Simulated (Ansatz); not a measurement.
```yaml
crystal:
  periodic: [false, false, false]
  atoms:
    - {symbol: Li, position_ang: [-0.068351, -0.793984, -1.009782]}
    - {symbol: Li, position_ang: [-0.558058, 0.443094, 1.070751]}
    - {symbol: H, position_ang: [0.536979, 0.484809, 0.075280]}
basis:
  gaussian: {orbitals: 6-31G}
magnetization: {spin_polarized: false, initial_magnetization: 1}
hamiltonian: {xc: {name: PBEsol}}
scf: {omitted_lower_state_checks: [starts]}
output: {forces: true}
```

```sh
$ ansatz run in.yaml --threads 4 --pin off --events-out ev --progress --plain --max-ram 3916MiB
```

Shortened log:

```
Functional definition: PBEsol
284 factors; integrals over basis functions are off by at most 4.8e-5 eV
mean field evaluation 1: about -417.8926 eV, gradient 1.3e1 eV
mean field evaluation 2: about -417.8843 eV, gradient 1.3e1 eV
mean field evaluation 4: about -418.8130 eV, gradient 1.1e0 eV
mean field evaluation 8: about -418.8313 eV, gradient 1.3e-2 eV
mean field -418.83125399 eV, -15.3917646900 hartree, gradient 7.3e-6 eV, S^2 0.750000; 0 other end points of the search recorded, 0 dependent functions left out
reference -418.83129421 eV, -15.3917661680 hartree; 4, 3 occupied and 16, 17 virtual orbitals, 284 factors
Total energy: -418.83129421 eV, -15.3917661680 hartree
Atom 0 at    -0.068351    -0.793984    -1.009782 Å, force     0.098537    -0.113359    -0.242095 eV/Å
Atom 1 at    -0.558058     0.443094     1.070751 Å, force    -1.272500     0.129261     1.388266 eV/Å
Atom 2 at     0.536979     0.484809     0.075280 Å, force     1.173962    -0.015903    -1.146171 eV/Å
Dipole moment:     0.201514     0.178781     0.039639 e Å
Checks for a lower state left out: starts
```

With spin_polarized false and unpaired electrons the run is restricted open-shell.
